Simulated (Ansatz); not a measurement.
The cluster Si2H2⁻. Total charge -1; doublet. Geometry r2SCAN-D4/def2-TZVPD; atoms count from 1.

Cartesian coordinates in Å:
```
Si 0.525 0.466 0.998
Si -0.601 0.962 -0.906
H -1.085 -0.503 -0.979
H 1.161 -0.925 0.887
```

Another isomer (doublet) lies 0.33 eV lower at PBE0-D4/def2-TZVPD; other spin states weren't run for this one.

(1) Estimate the Mulliken populations from the PBE0/def2-TZVPD orbitals of Ansatz.

(2) Where does the spin sit?

(3) And the Mayer bond orders between heavy atoms (over 0.3)?

Results:

(1) 
| atom | charge (e) | spin (α − β) |
| --- | --- | --- |
| Si1 | -0.46 | 0.52 |
| Si2 | -0.49 | 0.43 |
| H3 | -0.03 | 0.03 |
| H4 | -0.03 | 0.03 |
Mulliken values depend strongly on the basis. With diffuse functions, as here, like atoms can get unlike values, and bond orders can come out too low or too high.

(2) Summed by element: Si 0.95, H 0.05, of 1 unpaired in all. Largest on single atoms: Si1 0.52, Si2 0.43, H4 0.03.

(3) Si1–Si2 1.60 (2.27 Å).
